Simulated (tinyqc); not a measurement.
Inside a calculation. Method: CCD on RHF in the sto-3g basis, frozen core, for H2O, spin multiplicity 1. One step of it, computed by the program tinyqc.

Problem. Orthogonalisation. S = U s U^T; symmetric (Loewdin) form X = U s^(-1/2) U^T, so that X^T S X = 1.

overlap S, lower triangle:
```
,1O 1s,1O 2s,1O 2px,1O 2py,1O 2pz,2H 1s,3H 1s
1O 1s,1.000000
1O 2s,0.236704,1.000000
1O 2px,0.000000,0.000000,1.000000
1O 2py,0.000000,0.000000,0.000000,1.000000
1O 2pz,0.000000,0.000000,0.000000,0.000000,1.000000
2H 1s,0.035995,0.370444,0.000000,0.247801,0.218217,1.000000
3H 1s,0.035811,0.369218,0.000000,-0.247288,0.217543,0.193033,1.000000
```

Give: eigenvalues of S; X.

Solution.

eigenvalues of S: 0.4519  0.5403  0.8809  1.0000  1.1084  1.2666  1.7518

X, lower triangle:
```
,1O 1s,1O 2s,1O 2px,1O 2py,1O 2pz,2H 1s,3H 1s
1O 1s,1.0235
1O 2s,-0.1356,1.1434
1O 2px,0.0000,0.0000,1.0000
1O 2py,0.0000,0.0003,0.0000,1.0618
1O 2pz,-0.0074,0.0699,0.0000,0.0002,1.0402
2H 1s,0.0182,-0.2086,0.0000,-0.1611,-0.1205,1.1196
3H 1s,0.0181,-0.2075,0.0000,0.1606,-0.1199,-0.0680,1.1188
```
